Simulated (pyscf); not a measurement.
`[OH][GeH3]` + `[BH2][OH]` → `[BH2][O][GeH3]` + `[OH2]` (four-centre exchange; singlet surface; H–O, B–O broken, B–O, H–O formed). Single points on ωB97X-D3(BJ)/def2-SVP structures (PySCF, gas phase). Energies in kcal/mol from the separated reactants.

| level | barrier | reaction energy |
|---|---|---|
| ωB97X-D3(BJ)/def2-TZVP | 8.4 | -0.9 |
| PBE/def2-TZVP | 5.9 | +0.6 |
| B3LYP-D3(BJ)/def2-TZVP | 9.9 | -0.4 |
| M06-2X/def2-TZVP | (withheld) | -0.5 |
| ωB97M-D3(BJ)/def2-TZVP | (withheld) | (withheld) |
| HF/def2-TZVP | 26.4 | 0.0 |

### Question
What belongs in the gaps?

### Answer

- M06-2X/def2-TZVP, barrier: 7.1
- ωB97M-D3(BJ)/def2-TZVP, barrier: 9.0
- ωB97M-D3(BJ)/def2-TZVP, reaction energy: -0.1

The functionals in the table span 4.0 kcal/mol in this barrier, from PBE to B3LYP-D3(BJ). On the reactant side the descent ends in an adduct with a B–O contact, 5.9 kcal/mol under the separated species and 14.3 kcal/mol under the saddle at ωB97X-D3(BJ)/def2-TZVP. What is counted as formed (B–O) is already present as a longer contact in the reactant adduct; forming that adduct is a step of its own. This is the saddle that the search found; another between the same sides may lie lower. Elements up to Kr have no core potential and no relativistic terms here.
